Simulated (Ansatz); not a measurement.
**[BH₂···H···BH₂], doublet: transfer scan**

Starting geometry:

```tsv
atom	x (Å)	y (Å)	z (Å)
B	-1.3317	0.0000	0.0000
H	-1.9284	1.0336	0.0000
H	-1.9284	-1.0336	0.0000
H	-0.1382	0.0000	0.0000
B	1.3563	0.0000	0.0000
H	1.8654	0.0000	1.0770
H	1.8654	0.0000	-1.0770
```

From there H4 is moved from one fragment to the other while all else, the fragments' distance too, stays fixed, so the hump isn't the reaction's barrier; atoms are numbered as listed. Energies are in kcal/mol, counted from the starting geometry at the same level. Kohn–Sham curves are unrestricted where that lies lower.

Basis cc-pVDZ; Ansatz 0.2.0. Correlated methods freeze the noble-gas cores. Prefix R: restricted or restricted open-shell reference; prefix U: unrestricted.

A value is left out where its run failed or describes another state than the reference as far as symmetry and spin tell, or, spin-broken singlets apart, can't be checked. The reference follows the lowest state, whose symmetry changes from B1 to B2 between 1.333 and 1.379.

In so small a basis the reference is far from its limit while semilocal and hybrid functionals are nearer theirs (RPA and double hybrids share much of the reference's basis error), so the functionals' errors here hold much of the reference's basis and frozen-core error, which can add to them or hide them.

Full CI isn't at hand for all of this; UCCSDT(Q) serves as the reference, and is uncertain by about the last step of the cluster series.

```json
{"distance B1-H4 (Å)": "1.110", "UCCSDT(Q)": "5.0", "BHLYP": "4.2", "wB97M-V": "4.5", "B2PLYP": "4.7"}
{"distance B1-H4 (Å)": "1.194", "UCCSDT(Q)": "0.0", "BHLYP": "0.0", "wB97M-V": "0.0", "B2PLYP": "0.0"}
{"distance B1-H4 (Å)": "1.240", "UCCSDT(Q)": "-0.8", "BHLYP": "-0.4", "wB97M-V": "-0.5", "B2PLYP": "-0.6"}
{"distance B1-H4 (Å)": "1.286", "UCCSDT(Q)": "-0.4", "BHLYP": "0.4", "wB97M-V": "0.0", "B2PLYP": "-0.1"}
{"distance B1-H4 (Å)": "1.333", "UCCSDT(Q)": "1.1", "BHLYP": "2.3", "wB97M-V": "1.7", "B2PLYP": "1.5"}
{"distance B1-H4 (Å)": "1.379", "UCCSDT(Q)": "3.5", "BHLYP": "–", "wB97M-V": "–", "B2PLYP": "3.9"}
{"distance B1-H4 (Å)": "1.425", "UCCSDT(Q)": "3.1", "BHLYP": "3.9", "wB97M-V": "3.3", "B2PLYP": "3.4"}
{"distance B1-H4 (Å)": "1.472", "UCCSDT(Q)": "3.8", "BHLYP": "4.3", "wB97M-V": "3.8", "B2PLYP": "3.9"}
{"distance B1-H4 (Å)": "1.518", "UCCSDT(Q)": "5.8", "BHLYP": "5.8", "wB97M-V": "5.5", "B2PLYP": "5.7"}
```
